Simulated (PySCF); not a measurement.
Gas-phase reaction: 4 H3SiOH ⇌ i-Si4H10 + 2 O2 + 3 H2

Computed with PySCF and rigid-rotor harmonic-oscillator thermochemistry at 1 bar. † marks an energy on the PBE0/def2-TZVP geometry and frequencies; other levels use their own. MP2 freezes the core. 6-31G* has spherical d functions here. Open shells (unrestricted): O2 (multiplicity 3); the rest are closed-shell singlets. H3SiOH: computed as isolated molecules; such fragments, hydroxides, amides, oligomers or adducts are transient or little studied in the gas. MP2 isn't extrapolated to the basis-set limit; its ΔH°(298 K) is 1167.9 kJ in def2-SVP and 1320.0 kJ in def2-TZVPP. The harmonic model lacks anharmonicity and excited electronic states, which grow with temperature; levels with a mode under 35 cm⁻¹ are left out. Internal rotation in H3SiOH, i-Si4H10 is treated as a harmonic vibration of one conformer, which makes the entropy rough.

```
level               ΔE electronic, kJ  ΔH°(298 K), kJ  ΔS°(298 K), J/K  ΔG°(1800 K), kJ
------------------  -----------------  --------------  ---------------  ---------------
BLYP/def2-TZVP†                  1194            1131              179              745
HF/6-31G*                        1150            1082              178              695
MP2/def2-TZVPP†                  1383            1320              179              934
PBE0/def2-TZVP                   1222            1160              179              774
ωB97X-V/def2-TZVP†               1248            1185              179              800
```
ΔH° is lowest at HF/6-31G* and highest at MP2/def2-TZVPP†. No reference value is set beside these.
